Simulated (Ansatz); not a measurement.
in.yaml

```yaml
crystal:
  periodic: [false, false, false]
  atoms:
    - {symbol: B, position_ang: [0.000000, 0.000000, 0.649311]}
    - {symbol: C, position_ang: [0.000000, 0.000000, -0.700735]}
    - {symbol: H, position_ang: [0.000000, 0.000000, 1.821771]}
    - {symbol: H, position_ang: [0.000000, 0.000000, -1.770347]}
basis:
  gaussian: {orbitals: 6-31G, point_charges: [{charge: -1.00, position_ang: [4.786, 0.564, -0.298]}]}
total_charge: 1
magnetization: {spin_polarized: false, initial_magnetization: 2}
correlation: {method: fic_nevpt4_sd, electrons: valence, active_space: {window: {electrons: 4, orbitals: 5}}}
```

```sh
$ ansatz run in.yaml --threads 1 --pin off --events-out ev --progress --plain --max-ram 2393MiB
```

Task: Roughly how long does this take on 1 thread of Arm Neoverse V1, shared host, and how much host memory?

Result: 1.1 s wall and 0.14 GiB.

```
317 factors; integrals over basis functions are off by at most 2.3e-4 eV
mean field evaluation 1: about -1724.1587 eV, gradient 1.4e1 eV
mean field evaluation 2: about -1724.1640 eV, gradient 1.4e1 eV
mean field evaluation 4: about -1724.8323 eV, gradient 1.7e0 eV
mean field evaluation 8: about -1724.8411 eV, gradient 1.7e-4 eV
mean field -1724.84108577 eV, -63.3867407627 hartree, gradient 1.8e-6 eV, S^2 2.000000; 0 other end points of the search recorded, 0 dependent functions left out
reference -1724.84108577 eV, -63.3867407627 hartree; 7, 5 occupied and 15, 17 virtual orbitals, 317 factors
state -1725.44974746 eV, -63.4091086672 hartree
state -1725.44974746 eV, -63.4091086672 hartree; corrected -1727.73906918 eV, -63.4932396889 hartree
state -1725.20245504 eV, -63.4000208384 hartree
state -1725.20245504 eV, -63.4000208384 hartree; corrected -1727.75157083 eV, -63.4936991159 hartree
state -1725.20245504 eV, -63.4000208384 hartree; corrected -1727.75157083 eV, -63.4936991159 hartree
the orbitals are reached from a further start. From the first start the search ends at -1725.44972288 eV, -63.4091077639 hartree
WARN: the results are in doubt because another end's mean lies 0.247 eV lower, and its corrected mean 0.013 eV higher
Total energy: -1727.75157083 eV, -63.4936991159 hartree
In doubt: another end's mean lies 0.247 eV lower, and its corrected mean 0.013 eV higher
```

Natural occupations: 1.9914 0.9903 0.9903 0.0141 0.0139.
